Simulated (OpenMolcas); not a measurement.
# PO2 (phosphorus dioxide) at U-r2SCAN/STO-3G

Wanted: a single-point energy of PO2 (phosphorus dioxide). 

Program for the calculation: OpenMolcas 26.06.

1 further run of the same task is left out (for a known fault of the program).

## 1. The structure to begin with

PO2: 3 atoms, total charge 0, spin state doublet. SMILES: `[O]P=O`. One bond was lengthened or shortened from a relaxed shape.

Bond lengths: O1–P2 1.830 Å, P2–O3 1.464 Å. Angles: O1–P2–O3 123.4°.

## 2. The energy at U-r2SCAN/STO-3G

The input, mol.xyz:

```xyz
3

O      0.515647     1.513668     0.450138
P     -0.403940     0.077030    -0.212130
O      0.072230    -1.303340    -0.105540
```

The input, mol.input:

```
>>> EXPORT MOLCAS_PRINT=2

&GATEWAY
  BasLib
  $CurrDir
  Coord
  mol.xyz
  Basis
  STO-3G
  Group
  NoSym

&SEWARD
  GridInput
  Grid=UltraFine
  End of Grid

&SCF
  UHF
  Spin
  2
  KSDFT
  2
  1.0 MGGA_X_R2SCAN
  1.0 MGGA_C_R2SCAN
  Thresholds
  1e-10 1e-07 1e-07 1e-05
  PrOrbitals
  1 1
```

The basis set STO-3G is read from a file made from the Basis Set Exchange's data (not shown).

Command:

```
export MOLCAS_MEM=1860
pymolcas mol.input > mol.log
```

Q: Predict the results. Wanted: total energy; dipole moment; HOMO energy; LUMO energy; ⟨S²⟩.

**Answer.** As computed:

Level: U-r2SCAN/STO-3G.

```
                          quantity          value
                      total energy  -485.68184 Eh
                     dipole moment         0.62 D
HOMO energy (highest over α and β)       -2.44 eV
 LUMO energy (lowest over α and β)       -0.16 eV
                              ⟨S²⟩          0.769
```

**Reading.** This program's gradients are faulty for this kind of reference, so any forces in the log can't be trusted; the energy can. Mulliken charges run from -0.36 on O3 to +0.54 on P2; they depend strongly on the basis.
